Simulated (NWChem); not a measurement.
Correlation energy of Al

```xyz
1

Al     0.0000     0.0000     0.0000
```
Charge 0, spin multiplicity 2.

Program: NWChem.

Basis set: cc-pVQZ. Each correlation energy counts from its own Hartree-Fock reference.

```
method           correlation energy (mHa)
---------------  ------------------------
CCSD[T] on ROHF                     -57.2
CCSD on UHF                         -52.0
CCSD(T) on UHF                      -53.3
CCSD(T) on ROHF                     -57.2
SCS-UMP2                            -43.2
UMP2                                -37.9
CCSD[T] on UHF                      -53.3
URI-MP2                             -37.9
CCSD on ROHF                        -55.7
```

The values span 19.3 mHa, from CCSD(T) on ROHF (lowest) to UMP2 (highest). 

The correlated methods keep 5 core orbitals frozen. No SCF solution was tested for a lower state. Open-shell Hartree-Fock references start from PBE0 orbitals. Coupled-cluster values serve here as a point of comparison, not as the truth.
